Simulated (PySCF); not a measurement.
## PH3, singlet: reading a ladder of total energies

Geometry: MP2(full)/6-31G*, from the G2/97 set.

| atom | x (Å) | y (Å) | z (Å) |
| --- | --- | --- | --- |
| P | 0.0000 | 0.0000 | 0.0665 |
| H | 0.0000 | 1.2006 | -0.6812 |
| H | 1.0398 | -0.6003 | -0.6812 |
| H | -1.0398 | -0.6003 | -0.6812 |

Basis cc-pV(D+d)Z; PySCF 2.14.0. Only valence electrons are correlated (noble-gas cores frozen), which leaves 8 electrons in 33 orbitals. Prefix R: restricted or restricted open-shell reference.

Full CI isn't at hand for all of this; RCCSDT(Q) serves as the reference, and is uncertain by about the last step of the cluster series.

```tsv
level	total energy (hartree)
RHF	-342.476157
RMP2	-342.610774
RCCSD	-342.640139
RCCSD(T)	-342.643850
RCCSDT	-342.644482
RCCSDT(Q)	-342.644645
```

Question: What is the correlation energy at RCCSDT(Q), and what share of it do RMP2 and RCCSDT recover?

Answer: E(corr) = -342.644645 − (-342.476157) = -0.168488 hartree = -4.585 eV. RMP2: -0.134617 / -0.168488 = 79.90 %. RCCSDT: -0.168325 / -0.168488 = 99.90 %.

Question: By how many kcal/mol does RCCSD(T) miss RCCSDT(Q) (1 hartree = 627.509 kcal/mol), and which steps make up the rest?

Answer: -342.643850 − (-342.644645) = 0.000795 hartree = 0.50 kcal/mol. Steps: RCCSDT − RCCSD(T) = -0.40, RCCSDT(Q) − RCCSDT = -0.10 kcal/mol. That is within 1 kcal/mol of the reference in this basis, which itself misses far more of the correlation at the basis-set limit.
